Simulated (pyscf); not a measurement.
`[O]=[PH]` + `[H][H]` -> `[O]=[PH]` + `[H][H]` (four-centre exchange; singlet surface; H–P, H–H broken, H–P, H–H formed). Single points on ωB97X-D3(BJ)/def2-SVP structures (PySCF, gas phase). Energies in kcal/mol from the separated reactants.

```csv
level,barrier,reaction energy
ωB97X-D3(BJ)/def2-TZVP,…,0.0
PBE/def2-TZVP,14.4,0.0
r²SCAN/def2-TZVP,15.5,0.0
PBE0-D3(BJ)/def2-TZVP,…,0.0
ωB97M-D3(BJ)/def2-TZVP,22.6,0.0
HF/def2-TZVP,37.9,0.0
```

Problem. What belongs in the gaps?

Solution. 
- ωB97X-D3(BJ)/def2-TZVP, barrier: 22.8
- PBE0-D3(BJ)/def2-TZVP, barrier: 16.3

The functionals in the table span 8.4 kcal/mol in this barrier, from PBE to ωB97X-D3(BJ)/def2-TZVP. One saddle was located; it need not be the lowest between these sides.
